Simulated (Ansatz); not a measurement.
**C₂H₃N, singlet: CASSCF and its corrections**

Calculated in Ansatz's Gaussian-basis code. Basis cc-pVDZ, nonrelativistic, no frozen core. State-specific CASSCF; RHF is the lowest restricted (open-shell) Hartree–Fock solution met. Solutions may break the symmetry of the shape. Lower solutions, or ones in other orbitals, may exist.

Geometry:

```xyz
6

N     0.0000    0.0000    0.8687
C     0.0000    0.6420   -0.5102
C     0.0000   -0.6420   -0.5102
H     0.0000    0.0000    1.8993
H     0.0000    1.6267   -0.9292
H     0.0000   -1.6267   -0.9292
```

Problem. What do CASSCF and its corrections give against RHF in CAS(4,3), and what are the occupations?

Solution. CASSCF -0.900 eV, SC-NEVPT2 -11.933 eV; occupations 2.00, 1.89, 0.11.
